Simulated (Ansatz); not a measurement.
# SiCl (doublet): B3LYP, wB97M-V over a scan of the distance Si1–Cl2, 6-31G

How well do these functionals follow the top wave-function level for SiCl (doublet) over a scan of the distance Si1–Cl2?

The runs use Ansatz 0.2.0, Gaussian basis; 6-31G, all electrons in the functionals.

The runs, in order: B3LYP, wB97M-V, at 1.621 Å; 1.856 Å; 2.067 Å; 2.287 Å; 2.510 Å; 2.803 Å; 3.338 Å; 3.776 Å; 4.593 Å; 5.675 Å; 7.038 Å.

33 further runs of the same task are left out: 2 for a known fault of the program, 28 that didn't finish, 3 set aside as unsound or not needed. Runs told in other sessions of the task aren't counted.

## (1) What is computed

The geometry derives from a PBE0/def2-TZVP stationary point (not a proven minimum). One bond is set to the value named and the two fragments are kept rigid.

2 atoms, charge 0, spin multiplicity 2.

Atoms are counted from 1 here; the program's logs count them from 0.

Bond lengths: Si1–Cl2 2.067 Å.

Coordinates:

```xyz
2
charge 0, multiplicity 2
Si    0.00000    0.00000    0.00000
Cl    0.00000    0.00000    2.06710
```

No dispersion term is added; wB97M-V holds VV10 nonlocal correlation. B3LYP takes the VWN-RPA correlation.

The geometry shown and the zero of energy belong to the point 2.067 Å. The yardstick, FCI, and other wave-function levels (R restricted, U unrestricted, valence and pair active spaces) come from earlier runs.

## (2) B3LYP, 1.621 Å

in.yaml reads:

```yaml
crystal:
  periodic: [false, false, false]
  atoms:
    - {symbol: Si, position_ang: [0.000000, 0.000000, 0.000000]}
    - {symbol: Cl, position_ang: [0.000000, 0.000000, 1.621000]}
basis:
  gaussian: {orbitals: 6-31G}
magnetization: {spin_polarized: true, initial_magnetization: 1}
hamiltonian: {xc: {name: B3LYP}}
```

On the command line:

```console
$ ansatz run in.yaml --threads 1 --pin off --events-out ev --progress --plain --max-ram 2393MiB
```

The runs that follow: B3LYP, 1.856 Å; B3LYP, 2.067 Å; B3LYP, 2.287 Å; B3LYP, 2.510 Å; B3LYP, 2.803 Å; B3LYP, 3.338 Å; B3LYP, 3.776 Å; B3LYP, 4.593 Å; B3LYP, 5.675 Å; B3LYP, 7.038 Å; wB97M-V, 1.621 Å; wB97M-V, 1.856 Å; wB97M-V, 2.067 Å; wB97M-V, 2.287 Å; wB97M-V, 2.510 Å; wB97M-V, 2.803 Å; wB97M-V, 3.338 Å; wB97M-V, 3.776 Å; wB97M-V, 4.593 Å; wB97M-V, 5.675 Å; wB97M-V, 7.038 Å.

**Question.** What will the summary of the whole plan be? Wanted: span of the FCI curve; largest miss, B3LYP; largest miss, wB97M-V.

The runs gave:

| quantity | value |
| --- | --- |
| span of the FCI curve | 579.1 kJ/mol |
| largest miss, B3LYP | +37.8 kJ/mol (7.038 Å) |
| largest miss, wB97M-V | +66.5 kJ/mol (7.038 Å) |

What this shows: Of the functionals, B3LYP keep the smallest largest miss at the points compared (at most 37.8 kJ/mol) and wB97M-V strays most (66.5 kJ/mol, at 7.038 Å). B3LYP, wB97M-V clearly break the spin symmetry at some points (⟨S²⟩ up to 1.00 above the pure value), so energy there is bought with a mixed spin. Functionals and the yardstick converge differently with the basis, so part of each miss in 6-31G is the basis.
